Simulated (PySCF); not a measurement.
Gas-phase reaction: 2 NO + 2 NF₃ ⇌ 2 N₂O + 3 F₂

Method: PySCF energies plus ideal-gas RRHO corrections (1 bar). Table values come from the NASA 1993 polynomials. After a fit of one offset per element over all species, the range-separated, M06-2X, PBE0/def2-QZVP and CCSD(T)/def2-TZVPP enthalpies, where run, lie to one side of the table for NF₃ (-20 kJ/mol): a fault of the table's entry, another state or a shared error of the levels is possible; this was not checked at source. † marks an energy on the PBE0/def2-TZVP geometry and frequencies; other levels use their own. 6-31G* has spherical d functions here. Open shells (unrestricted): NO (multiplicity 2); the rest are closed-shell singlets. Spin-orbit splitting is ignored; it lowers the true energy and changes the entropy of NO. B3LYP is the form with VWN-RPA correlation.

r2SCAN/def2-TZVP† gives ΔH°(298 K) = 270.3 kJ.

Q: What does B3LYP/6-31G* give, and where does the table lie?

A: B3LYP/6-31G*: 278.5 kJ. Table: 244.1 kJ.
